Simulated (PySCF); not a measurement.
## Working with the constants of LiB

UHF-CCSD(T) constants of LiB, ³Π (triplet), unpaired electrons σ ↑, π ↑ (PySCF, no relativity, basis sets Li 3-21G, B 3-21G; masses 7.0160 and 11.0093 u):

```
ωe              : 503.5 cm⁻¹
ωexe            : 6.4 cm⁻¹
Be              : 0.78942 cm⁻¹
αe              : 0.0124 cm⁻¹
D (centrifugal) : 7.76e-06 cm⁻¹
De to Li + B    : 0.80 eV
```

Problem. Give the vibrational terms G(v) and spacings up to v = 6.

Solution. G(v) = ωe(v+½) − ωexe(v+½)².

| v | G(v) (cm⁻¹) | G(v) − G(v−1) | Bv (cm⁻¹) |
| --- | --- | --- | --- |
| 0 | 250 |  | 0.7832 |
| 1 | 741 | 491 | 0.7708 |
| 2 | 1219 | 478 | 0.7584 |
| 3 | 1684 | 465 | 0.7460 |
| 4 | 2136 | 452 | 0.7336 |
| 5 | 2576 | 440 | 0.7212 |
| 6 | 3002 | 427 | 0.7088 |

Problem. How well does the Morse estimate ωe²/(4ωexe) reproduce De, and what is D0?

Solution. It gives 1.23 eV, 153 % of the computed De. D0 = De − G(0) = 0.80 − 0.03 = 0.77 eV.

Correlated steps freeze 1 core orbital. 3-21G is very small, so such numbers show the basis as much as the molecule. The state was picked by a PBE0 search and need not be the measured ground state.
